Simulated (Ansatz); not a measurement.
A run on NP (`N#P`) with other settings.

```yaml
crystal:
  periodic: [false, false, false]
  atoms:
    - {symbol: N, position_ang: [-0.000000, -0.000000, 0.005728]}
    - {symbol: P, position_ang: [0.000000, 0.000000, 1.485138]}
basis:
  gaussian: {orbitals: "6-31G*"}
hamiltonian: {xc: {name: wPBEh}}
output: {forces: true}
```

```sh
$ ansatz run in.yaml --threads 2 --pin off --events-out ev --progress --plain --max-ram 22528MiB --backend cpu
```

It prints (some lines left out):

```
Functional definition: wPBEh
302 factors; integrals over basis functions are off by at most 1.3e-3 eV
30 factors; integrals over basis functions are off by at most 1.9e-6 eV
mean field evaluation 1: about -10762.5274 eV, gradient 6.4e1 eV
mean field evaluation 2: about -10703.6184 eV, gradient 1.4e2 eV
mean field evaluation 4: about -10772.0901 eV, gradient 3.9e0 eV
mean field evaluation 8: about -10772.1374 eV, gradient 1.1e-1 eV
mean field -10772.13742433 eV, -395.8687487270 hartree, gradient 8.8e-5 eV, S^2 0.000000; 0 other end points of the search recorded, 0 dependent functions left out
reference -10772.13744556 eV, -395.8687495075 hartree; 11, 11 occupied and 23, 23 virtual orbitals, 302 factors
Total energy: -10772.13744556 eV, -395.8687495075 hartree
Atom 0 at    -0.000000    -0.000000     0.005728 Å, force    -0.000000    -0.000000    -0.781029 eV/Å
Atom 1 at     0.000000     0.000000     1.485138 Å, force     0.000000     0.000000     0.781029 eV/Å
Dipole moment:     0.000000     0.000000     0.517264 e Å
```

It took 0.46 s on 2 threads of an AMD EPYC 7R13 on a shared host, with 0.18 GiB of host memory at the peak.
